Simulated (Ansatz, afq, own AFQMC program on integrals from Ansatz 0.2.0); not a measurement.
**Hf, triplet: AFQMC among the cluster methods**

A free Hf atom.

Basis def2-TZVP with its core potentials. Only valence electrons are correlated. AFQMC by an in-house program on the Cholesky factors that Ansatz 0.2.0 writes for its CCSD(T) run. The CISD trial takes its coefficients from CCSD amplitudes. Released means that phaseless walkers are propagated on without the constraint, phases kept. ± is one standard error of the sampling. No spin–orbit coupling. The metal's outer-core s and p shells are frozen, which shifts wave-function levels against functionals.

Determinant: UHF, the one that the program's search chose, which needn't be the lowest solution.

Full CI on the same integrals is exact in this basis and with this determinant's frozen core.

Cautions: no spin-orbit coupling; outer-core shells of the metal frozen; the ph-AFQMC/HF walk drifts between its halves (2.6 errors); the ph-AFQMC/CISD walk drifts between its halves (2.5 errors); the released energy hasn't reached full CI (24 meV above it at 1.50 1/Eh), so no released level is given (meV from the phaseless value at times in 1/Eh: -4.3 ± 1.0 at 0.24, -8.9 ± 1.2 at 0.50, -14.1 ± 1.5 at 1.00, -12 ± 4 at 1.50).

```
T1 diagnostic                               : 0.0209
weight of the determinant in the CISD state : 0.908
⟨S²⟩ of the determinant                     : 2.014
size of the correlated space                : 4 electrons in 36 orbitals
```

(1) Estimate: order these by the size of their error in total energy against full CI, smallest first.
A. CCSD(T)
B. CCSDT
C. MP2
D. phaseless AFQMC with the Hartree–Fock trial

(1) B (0.12 mEh), A (1.33 mEh), D (7.94 ± 0.35 mEh), C (17.91 mEh).

Reference: full CI, correlation energy -1.626 eV.

A walk keeps the symmetry of its determinant, which the program's search chose and which needn't be the lowest solution, so a lower state of the same spin and another symmetry isn't excluded.
